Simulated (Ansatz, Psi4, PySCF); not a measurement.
Reaction (SMILES): C[S] (CH3S) -> C[S-] (an electron is taken up)

Property: adiabatic electron affinity (0 K, with zero-point energies), in eV. Positive where the reaction releases energy. Set-up: dispersion terms only where a functional's name holds one; 6-311+G** with 5d, 6d on Na to Ar in Ansatz (an electronic-structure program); non-relativistic; no spin-orbit coupling; frozen cores in correlated levels; UHF or UKS for open shells; LANL2DZ with its own core potentials from Na on; 6-31G* and kin with 6d, 5d where marked. CBS marks a two-point X^-3 extrapolation of the correlation energy; Hartree-Fock from the larger set. The bracket is a focal-point correction in the basis named. Ab initio and DFT rows: single points at B3LYP-D3(BJ) geometries (Ansatz), with unscaled harmonic terms from B3LYP/6-31G* at its own minima. Anions need diffuse functions, which STO-3G, LANL2DZ, def2-SVP, cc-pVDZ and Pople sets without + lack.

Coupled cluster (Ansatz) is a level with limits of its own, used here on species with T1 under 0.025 (0.045 for open shells) and stable references: RI-MP2/CBS(aug-cc-pV(T+d)Z,aug-cc-pV(Q+d)Z)+[CCSD(T)-MP2]/aug-cc-pV(T+d)Z.

Value to compare with, RI-MP2/CBS(aug-cc-pV(T+d)Z,aug-cc-pV(Q+d)Z)+[CCSD(T)-MP2]/aug-cc-pV(T+d)Z (Ansatz): 1.90 eV.

```json
[
 {"level": "HF/3-21G", "program": "Ansatz", "adiabatic electron affinity (0 K, with zero-point energies) (eV)": "0.42", "difference": "-1.48"},
 {"level": "HF/LANL2DZ", "program": "Ansatz", "adiabatic electron affinity (0 K, with zero-point energies) (eV)": "0.35", "difference": "-1.55"},
 {"level": "HF/6-31G*", "program": "Ansatz", "adiabatic electron affinity (0 K, with zero-point energies) (eV)": "0.36", "difference": "-1.54"},
 {"level": "B3LYP/6-31G", "program": "Ansatz", "adiabatic electron affinity (0 K, with zero-point energies) (eV)": "1.45", "difference": "-0.45"},
 {"level": "B3LYP/6-31G*", "program": "Ansatz", "adiabatic electron affinity (0 K, with zero-point energies) (eV)": "1.35", "difference": "-0.55"},
 {"level": "wB97X-D/6-311+G**", "program": "Psi4", "adiabatic electron affinity (0 K, with zero-point energies) (eV)": "1.82", "difference": "-0.08"},
 {"level": "B3PW91/6-31G* (5d)", "program": "PySCF", "adiabatic electron affinity (0 K, with zero-point energies) (eV)": "1.40", "difference": "-0.50"},
 {"level": "B3LYP/def2-TZVPD", "program": "Ansatz", "adiabatic electron affinity (0 K, with zero-point energies) (eV)": "1.82", "difference": "-0.08"},
 {"level": "wB97X-V/def2-TZVPD", "program": "Ansatz", "adiabatic electron affinity (0 K, with zero-point energies) (eV)": "1.76", "difference": "-0.14"},
 {"level": "B2PLYP-D3(BJ)/def2-TZVPD", "program": "Ansatz + dftd3", "adiabatic electron affinity (0 K, with zero-point energies) (eV)": "1.75", "difference": "-0.15"}
]
```

0 of the 7 habitual levels lie above RI-MP2/CBS(aug-cc-pV(T+d)Z,aug-cc-pV(Q+d)Z)+[CCSD(T)-MP2]/aug-cc-pV(T+d)Z (Ansatz); their mean absolute difference is 0.88 eV, the median 0.55.

The levels are drawn from those run, B3LYP/6-31G* more often than the rest, none by its result; runs whose electronic state is in doubt are left out.
